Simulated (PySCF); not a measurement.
Gas-phase reaction: P + 4 H₂O + SiH ⇌ H₃SiPH₂ + 4 OH

Energies from PySCF (xtb for GFN2), thermal terms from the rigid-rotor harmonic-oscillator model, ideal gas at 1 bar. † marks an energy on the PBE0/def2-TZVP geometry and frequencies; other levels use their own. MP2 freezes the core. 6-31G* has spherical d functions here. Open shells (unrestricted): P (multiplicity 4), SiH (multiplicity 2), OH (multiplicity 2); the rest are closed-shell singlets. GFN2 has no spin-polarisation term. Spin-orbit splitting is ignored; it lowers the true energy and changes the entropy of SiH, OH. B3LYP is the form with VWN-RPA correlation. MP2 isn't extrapolated to the basis-set limit.

```csv
level,"ΔH°(298 K), kJ"
B3LYP/6-31G*,336
B3LYP/def2-TZVP†,[?]
GFN2-xTB,[?]
HF/6-31G*,[?]
MP2/def2-TZVPP†,534
PBE/def2-SVP,410
```

Question: Fill in the missing entries.

Answer: 
- B3LYP/def2-TZVP†, ΔH°(298 K), kJ: 389
- GFN2-xTB, ΔH°(298 K), kJ: 671
- HF/6-31G*, ΔH°(298 K), kJ: 162
